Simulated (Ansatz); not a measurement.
**[Br···H···S], triplet: reading a ladder of total energies**

Geometry: a point of a hydrogen-transfer path between rigid fragments, not a stationary point.

```xyz
3

Br    0.0000    0.0000   -1.6283
H     0.0000    0.0000    0.0987
S     0.0000    0.0000    1.5297
```

Basis cc-pVDZ; Ansatz 0.2.0. Only valence electrons are correlated (noble-gas cores and the filled d shells of p-block atoms frozen), which leaves 14 electrons in 31 orbitals. R marks a restricted (for open shells ROHF) determinant, U an unrestricted one. No spin–orbit coupling is included, and no scalar relativity.

Full CI isn't at hand for all of this; UCCSDT(Q) serves as the reference, and is uncertain by about the last step of the cluster series.

Runs differ by some tens of microhartree through their thresholds and, for an open shell, their frozen cores, so steps under 0.03 kcal/mol mean nothing.

| level | total energy (hartree) |
| --- | --- |
| UHF | -2970.430670 |
| UMP2 | -2970.650757 |
| UCCSD | -2970.684982 |
| UCCSD(T) | -2970.689851 |
| UCCSDT | -2970.690627 |
| UCCSDT(Q) | -2970.691068 |

Problem. What is the correlation energy at UCCSDT(Q), and what share of it do UMP2 and UCCSD recover?

Solution. E(corr) = -2970.691068 − (-2970.430670) = -0.260398 hartree = -7.086 eV. UMP2: -0.220087 / -0.260398 = 84.52 %. UCCSD: -0.254312 / -0.260398 = 97.66 %.

Problem. By how many kcal/mol does UCCSD(T) miss UCCSDT(Q) (1 hartree = 627.509 kcal/mol), and which steps make up the rest?

Solution. -2970.689851 − (-2970.691068) = 0.001217 hartree = 0.76 kcal/mol. Steps: UCCSDT − UCCSD(T) = -0.49, UCCSDT(Q) − UCCSDT = -0.28 kcal/mol. That is within 1 kcal/mol of the reference in this basis, which itself misses far more of the correlation at the basis-set limit.
